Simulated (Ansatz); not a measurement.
NH4⁺ beside CO: one fragment in the basis of the whole pair (the partner's atoms are ghosts).

The input file, in.yaml:

```yaml
crystal:
  periodic: [false, false, false]
  atoms:
    - {symbol: N, position_ang: [0.024274, -0.011351, -1.008316]}
    - {symbol: H, position_ang: [-0.839122, 0.393376, -1.377263]}
    - {symbol: H, position_ang: [-0.000433, 0.000289, 0.022024]}
    - {symbol: H, position_ang: [0.822307, 0.535578, -1.339059]}
    - {symbol: H, position_ang: [0.114323, -0.974653, -1.338953]}
basis:
  gaussian:
    orbitals: "def2-TZVPPD.json"
    ghost_atoms:
      - {symbol: C, position_ang: [-0.074303, 0.034204, 3.085800]}
      - {symbol: O, position_ang: [-0.047047, 0.022455, 1.955669]}
total_charge: 1
hamiltonian: {xc: {name: wB97X-V}}
```

The basis file named in the input lies beside it (Basis Set Exchange, JSON).

Run by:

```bash
ansatz run in.yaml --threads 2 --pin off --events-out ev --progress --plain --max-ram 5222MiB
```

Output of Ansatz 0.2.0:

```
Functional definition: wB97X-V
  name "wB97X-V"
  cite "Mardirossian & Head-Gordon, Phys. Chem. Chem. Phys. 16, 9904 (2014) doi:10.1039/C3CP54374A"
  cite "Becke, J. Chem. Phys. 107, 8554 (1997) doi:10.1063/1.475007"
  cite "Vydrov & Van Voorhis, J. Chem. Phys. 133, 244103 (2010) doi:10.1063/1.3521275"
  parameter omega = 0.3/bohr
  parameter cx = 0.167
  parameter cx1 = 0.603
  parameter cx2 = 1.194
  parameter css0 = 0.556
  parameter css1 = -0.257
  parameter cos0 = 1.219
  parameter cos1 = -1.850
  parameter b = 6.0
  parameter c = 0.01
  exchange = spin_sum(e_x_unif_sr(omega)*poly(b97_u_x, 1 - cx, cx1, cx2)) + cx*exact_x_sr(omega) + exact_x_lr(omega)
  correlation = spin_sum(e_c_pw_same_spin*poly(b97_u_same, css0, css1))
      + integral(e_c_pw_opposite_spin*poly(b97_u_opposite, cos0, cos1)) + vv10(b, c)
753 factors; their error is unknown
240 factors; integrals over basis functions are off by at most 6.5e-5 eV
mean field evaluation 1: about -1540.0922 eV, gradient 7.2e1 eV
mean field evaluation 2: about -1543.0321 eV, gradient 5.5e1 eV
mean field evaluation 4: about -1548.4090 eV, gradient 2.7e-1 eV
mean field evaluation 8: about -1548.4070 eV, gradient 3.0e-1 eV
mean field -1548.40711719 eV, -56.9029120085 hartree, gradient 1.1e-5 eV, S^2 0.000000; 0 other end points of the search recorded, 0 dependent functions left out
reference -1548.40711615 eV, -56.9029119704 hartree; 5, 5 occupied and 177, 177 virtual orbitals, 753 factors
Total energy: -1548.40711615 eV, -56.9029119704 hartree
```

The lines “mean field evaluation” count trial sets of orbitals through the whole run, from several starts and some on an approximate energy, so they need not fall steadily or lie above the final value.

Hardware: 2 CPU threads, shared host. Wall time about 4.1 s.
